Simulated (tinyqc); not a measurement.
Inside a calculation (part 3 of 3). Method: UHF in the sto-3g basis, for OH+, spin multiplicity 3. Computed by tinyqc, a small Python program that keeps every step (integrals from PySCF). Command: `OMP_NUM_THREADS=1 python tinyqc.py 20590 20591 out.jsonl` (the two numbers bound the seeds that draw the settings). One thread of a shared host (Intel(R) Xeon(R) Processor @ 2.60GHz), about 0.1 s of CPU time with the checks.

Geometry (angstrom):
```
atom        x        y        z
O     0.00000  0.00000  0.00000
H     0.00000  0.00000  0.85300
```

## Convergence

Stop when the energy changes by less than 1e-10 hartree and every element of the error matrix X^T (F D S - S D F) X (for each spin) is below 3e-06.

Course of the cycle:
```
iteration  E (hartree)     change  largest element of the error matrix
1          -73.4433846          -                             4.01e-01
2          -73.9643002  -5.21e-01                             1.05e-01
3          -73.9833854  -1.91e-02                             9.34e-03
4          -73.9834874  -1.02e-04                             3.04e-03
5          -73.9835096  -2.22e-05                             5.03e-04
6          -73.9835102  -5.79e-07                             1.53e-05
7          -73.9835102  -8.06e-10                             2.60e-06
8          -73.9835102  -1.37e-11                             4.08e-08
```

PySCF UHF in the same basis, after a stability check = -73.9835102 hartree

Converged in 8 iterations.

## Populations, bond orders and dipole

D(alpha) after iteration 8:
```
           1O 1s     1O 2s   1O 2px   1O 2py    1O 2pz     2H 1s
1O 1s    1.05835  -0.24791  0.00000  0.00000   0.02391  -0.00392
1O 2s   -0.24791   1.08289  0.00000  0.00000  -0.15867  -0.05134
1O 2px   0.00000   0.00000  1.00000  0.00000   0.00000   0.00000
1O 2py   0.00000   0.00000  0.00000  1.00000   0.00000   0.00000
1O 2pz   0.02391  -0.15867  0.00000  0.00000   0.69148   0.27314
2H 1s   -0.00392  -0.05134  0.00000  0.00000   0.27314   0.10813
```

D(beta) after iteration 8:
```
           1O 1s     1O 2s   1O 2px   1O 2py    1O 2pz     2H 1s
1O 1s    1.05559  -0.23181  0.00000  0.00000   0.03870  -0.02035
1O 2s   -0.23181   0.99999  0.00000  0.00000  -0.22916   0.00403
1O 2px   0.00000   0.00000  0.00000  0.00000   0.00000   0.00000
1O 2py   0.00000   0.00000  0.00000  0.00000   0.00000   0.00000
1O 2pz   0.03870  -0.22916  0.00000  0.00000   0.63481   0.30322
2H 1s   -0.02035   0.00403  0.00000  0.00000   0.30322   0.15902
```

overlap S:
```
          1O 1s    1O 2s   1O 2px   1O 2py   1O 2pz    2H 1s
1O 1s   1.00000  0.23670  0.00000  0.00000  0.00000  0.06894
1O 2s   0.23670  1.00000  0.00000  0.00000  0.00000  0.54542
1O 2px  0.00000  0.00000  1.00000  0.00000  0.00000  0.00000
1O 2py  0.00000  0.00000  0.00000  1.00000  0.00000  0.00000
1O 2pz  0.00000  0.00000  0.00000  0.00000  1.00000  0.42664
2H 1s   0.06894  0.54542  0.00000  0.00000  0.42664  1.00000
```

Mulliken: Z minus the diagonal of D S on the atom; Loewdin: the same with S^(1/2) D S^(1/2); Mayer order: 2 sum_s sum (D(s) S)_ij (D(s) S)_ji over the two atoms.

Charges (e):
```
atom  Mulliken  Loewdin  Mulliken spin
1O     0.48557  0.64313        2.09279
2H     0.51443  0.35687       -0.09279
```

Mayer bond orders:
```
pair    order
2-1   0.72675
```

dipole moment about the origin, x y z (debye): 0.00000  0.00000  2.42123

<S^2> of the determinant (pure state: 2) = 2.00571
